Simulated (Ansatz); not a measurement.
**BNH4 (triplet): wave-function methods side by side at distance B1–H4 along a hydrogen transfer = 1.233 Å, cc-pVDZ**

An exercise on one series of results from a longer session: the logs are not shown, and one member is left open.

Computed with Ansatz 0.2.0, Gaussian basis. Level: cc-pVDZ, core rule «outside noble gas», up to 2 orbitals frozen.

The runs, in order: UHF; CCSD(T) on ROHF; CCSD(T) on UHF; BCCD(T) on ROHF; CISD; CCSDT(Q) on ROHF; CCSDT(Q) on UHF; CASSCF and MRCISD+Q, 4 electrons in 4 orbitals; CASSCF and NEVPT2, 4 electrons in 4 orbitals.

8 further runs of the same task are left out: 1 for a mislabelled method, 7 that didn't finish.

## The geometry

The geometry derives from fragments relaxed apart (PBE0/def2-TZVP) and kept rigid, so it is no stationary point. A hydrogen atom is moved between rigid fragments.

6 atoms, charge 0, spin multiplicity 3.

Atoms are counted from 1 here; the program's logs count them from 0.

Bond lengths: B1–H2 1.193 Å, B1–H3 1.193 Å, B1–H4 1.233 Å, H4–N5 1.275 Å, N5–H6 1.040 Å. Angles: H2–B1–H3 120.0°, H2–B1–H4 120.0°, H3–B1–H4 120.0°, B1–H4–N5 180.0°, H4–N5–H6 105.0°.

Coordinates:

```xyz
6

B    -1.3161    0.0351    0.0000
H    -1.9128    1.0687    0.0000
H    -1.9128   -0.9985    0.0000
H    -0.0831    0.0351    0.0000
N     1.1919    0.0351    0.0000
H     1.4610   -0.9691    0.0000
```

Set-up of the first run:

Input file in.yaml:

```yaml
crystal:
  periodic: [false, false, false]
  atoms:
    - {symbol: B, position_ang: [-1.316066, 0.035086, 0.000000]}
    - {symbol: H, position_ang: [-1.912799, 1.068657, 0.000000]}
    - {symbol: H, position_ang: [-1.912799, -0.998486, 0.000000]}
    - {symbol: H, position_ang: [-0.083066, 0.035086, 0.000000]}
    - {symbol: N, position_ang: [1.191934, 0.035086, 0.000000]}
    - {symbol: H, position_ang: [1.461016, -0.969141, 0.000000]}
basis:
  gaussian: {orbitals: cc-pVDZ}
magnetization: {spin_polarized: true, initial_magnetization: 2}
hamiltonian: {xc: hf}
output: {orbitals: {seedname: orbitals}}
```

The run is started by

```
$ ansatz run in.yaml --threads 1 --pin off --events-out ev --progress --plain --max-ram 2393MiB
```

Among the steps run: UHF; CCSD(T) on ROHF; CCSD(T) on UHF; BCCD(T) on ROHF; CISD; CCSDT(Q) on ROHF; CCSDT(Q) on UHF; CASSCF and MRCISD+Q, 4 electrons in 4 orbitals; CASSCF and NEVPT2, 4 electrons in 4 orbitals.

One table of the session follows, with a row left open; its other results are not shown here.

It belongs to the step «Misses and costs». 

```
       method  from UCCSDT(Q) (kcal/mol)
         ROHF                    +173.57
          UHF                    +166.31
         RMP2                     +30.11
         UMP2                     +30.69
         CISD                     +16.49
        RCCSD                      +4.11
        UCCSD                      +3.97
     RCCSD(T)                      +0.78
     UCCSD(T)                      +0.78
      BCCD(T)                      +0.79
       RCCSDT                      +0.21
       UCCSDT                          ?
    RCCSDT(Q)                      +0.03
    UCCSDT(Q)                          0
  CASSCF pair                    +159.63
  NEVPT2 pair                     +28.56
  MRCISD pair                     +14.81
MRCISD+Q pair                      +1.14
```

Q: Estimate the row for UCCSDT from the others.

The run gave: from UCCSDT(Q) (kcal/mol): +0.19. In the column «from UCCSDT(Q) (kcal/mol)» it lies between RCCSDT(Q) (+0.03) and RCCSDT (+0.21).

To keep in mind: Restricted and unrestricted rows rest on different reference determinants; where their highest levels disagree by more than a few hundredths of an eV, they describe different states and don't form one ladder.
